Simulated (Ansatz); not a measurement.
## Loss of HF: C4H6F2 → C4H5F + HF

Species: C4H6F2 `C/C(F)=C/CF`, singlet; C4H5F `CC#CCF`, singlet; HF (hydrogen fluoride), singlet. 

Shapes, held fixed at every level: PBE0-D4/def2-TZVP. Flexible molecules stand in one conformer, not always the lowest. Programs: Ansatz 0.2.0. The zero-point and thermal change to 298 K, harmonic and unscaled (PBE0-D4/def2-TZVP), is -10.6 kJ/mol.

| level | kind | ΔH(298 K) (kJ/mol) | less CCSD(T)/CBS estimate |
| --- | --- | --- | --- |
| HF/def2-SVP | Hartree–Fock | +120.0 | +16.8 |
| SPW92/def2-TZVPP | LDA | +162.9 | +59.7 |
| PBE-D4/def2-TZVPP | GGA | +125.9 | +22.7 |
| r2SCAN0-D4/def2-TZVPP | global hybrid | +132.6 | +29.4 |
| CCSD(T)/def2-TZVPP | coupled cluster or CI | +106.4 | +3.2 |
| CCSD/def2-TZVPP | coupled cluster or CI | +105.8 | +2.6 |
| CCSD(T)/CBS estimate | coupled cluster or CI | +103.2 | 0.0 |

The highest level, CCSD(T)/CBS estimate, gives ΔH(298 K) = +103.2 kJ/mol; the levels span +103.2 to +162.9. The column of differences is taken from that level and isn't an error. No measured value is set beside it here. The CBS estimate extrapolates MP2 from def2-TZVPP and def2-QZVPP and adds CCSD(T) − MP2 in the triple-zeta set, cores frozen.
